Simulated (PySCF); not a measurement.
Species: C5H10N (doublet state).
Atom-mapped SMILES: `[H]/[C:1]=[CH:2]\[N:3]([CH3:4])[CH2:5][CH3:6]` (hydrogens: H7 on C1; H8 on C2; H9, H10, H11 on C4; H12, H13 on C5; H14, H15, H16 on C6)

Geometry (GFN2-xTB, Å), atoms numbered from 1 in this order:
```xyz
16
C5H10N angstrom
C      1.890   -0.652   -1.650
C      1.097   -0.984   -0.675
N      0.593   -0.170    0.353
C      0.892    1.238    0.258
C     -0.722   -0.505    0.853
C     -1.869   -0.148   -0.097
H      2.478    0.172   -1.977
H      0.737   -2.006   -0.591
H      1.971    1.356    0.163
H      0.417    1.723   -0.604
H      0.560    1.734    1.169
H     -0.858    0.016    1.806
H     -0.737   -1.581    1.051
H     -2.813   -0.506    0.306
H     -1.939    0.929   -0.230
H     -1.705   -0.608   -1.069
```

The hyperfine couplings belong to this conformer and change with its torsions.

Method used: UKS B3LYP, pcH-1 on C H N, non-relativistic, mean-field spin-orbit, GIAO (PySCF 2.14.0). Isolated species at its GFN2-xTB geometry (one conformer only). Couplings are sensitive to structure, and on GFN2-xTB geometries they can be far from those on DFT ones. No stability test was run, so a lower SCF solution isn't excluded.

(1) Give the principal g shifts and their parts.

(2) Average each term over the three axes. Which is largest in size?

(3) At 9.477 GHz, how far is the centre of the isotropic spectrum from where a free electron (g = 2.002319) resonates?

(4) What are the electron Larmor frequencies g μB B/h along the three axes at 350 mT?

(5) In a frozen sample, at which fields do the three g values resonate at 9.5, 34, 94 and 263 GHz (hyperfine left aside), and which band first spreads them over more than twice a line width of 0.5 mT?

## Answers

(1) 
| Δg (ppm) | 1 | 2 | 3 |
| --- | --- | --- | --- |
| relativistic mass correction | -148 | -148 | -148 |
| gauge correction | 37 | 12 | -27 |
| orbital Zeeman/spin–orbit | -323 | 186 | 593 |
| total | -434 | 50 | 418 |

So g = 2.00189, 2.00237, 2.00274 and g_iso = 2.00233; the tensor is rhombic: the two nearest values differ by 43 % of g3 − g1. Axes: g1 points within 8° of the C2–H8 bond.

(2) The orbital-Zeeman/spin–orbit term 152, the mass correction -148 and the gauge correction 7 ppm, for a total of 11 ppm. The mass correction is the same along every axis, so the anisotropy comes from the other two: their spans along these axes are 64 (gauge) and 915 ppm (orbital Zeeman/spin–orbit).

(3) B = hν/(g μB) with μB/h = 13.99624 MHz/mT gives 338.16 mT for the free electron and 338.16 mT at g_iso, the same within 0.01 mT.

(4) 9.8066, 9.8090, 9.8108 GHz for g1, g2 and g3, a range of 4.2 MHz.

(5) 
```
band    GHz  B(g3) mT  B(g2) mT  B(g1) mT  spread mT
   X    9.5    338.91    338.98    339.06       0.14
   Q   34.0   1212.95   1213.17   1213.47       0.52
   W   94.0   3353.45   3354.07   3354.88       1.43
   J  263.0   9382.54   9384.26   9386.53       3.99
```

The spread grows in proportion to the frequency. W band is the first where it exceeds 1.0 mT.

The largest Mulliken spin populations are on C1 (+1.05) and C2 (-0.13). C1 is the only atom above +0.15. The positive populations add up to 1.14 and the negative ones to -0.14, together 2S = 1.

The HOMO–LUMO gaps are 6.54 eV among the α and 3.47 eV among the β orbitals.

The run took 48 s wall (grids of density and orbitals included) on one thread of an Arm Neoverse V1, no GPU, shared host, and the process peaked at 0.94 GiB of memory.
